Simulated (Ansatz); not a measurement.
Relaxation of C3H3O (7 atoms, charge 0, multiplicity 2), to a largest force component of 0.02 eV/Å in at most 50 steps.

Computed with UKS PBE0-D4/def2-SVP (Ansatz).

```xyz
7
Properties=species:S:1:pos:R:3
C -1.152 0.782 -0.858
C -0.362 0.227 -0.255
C 0.660 -0.492 0.491
O 0.243 -1.632 0.888
H -1.958 1.328 -1.428
H 1.569 -0.498 -0.164
H 1.060 0.217 1.280
```

**Question.** Where does it end, and by what steps?

**Answer.** The forces met the threshold. After 6 steps the energy has fallen by 0.637 eV; O4 moved furthest, 0.14 Å. The start is strongly strained (largest force component 8 eV/Å).

| step | energy less start (eV) | largest force component (eV/Å) | accepted |
| --- | --- | --- | --- |
| 0 | 0.0000 | 8.169 | yes |
| 1 | -0.5820 | 1.396 | yes |
| 2 | -0.6253 | 0.705 | yes |
| 3 | -0.6361 | 0.122 | yes |
| 4 | -0.6365 | 0.059 | yes |
| 5 | -0.6367 | 0.026 | yes |
| 6 | -0.6367 | 0.002 | yes |

```xyz
7
Properties=species:S:1:pos:R:3
C -1.225 0.844 -0.903
C -0.370 0.254 -0.282
C 0.669 -0.461 0.471
O 0.353 -1.678 0.962
H -1.987 1.365 -1.454
H 1.588 -0.564 -0.153
H 1.032 0.173 1.314
```

Time of the run: 17 s on 2 threads of Arm Neoverse V1, with other jobs on the host, peak memory 0.17 GiB.
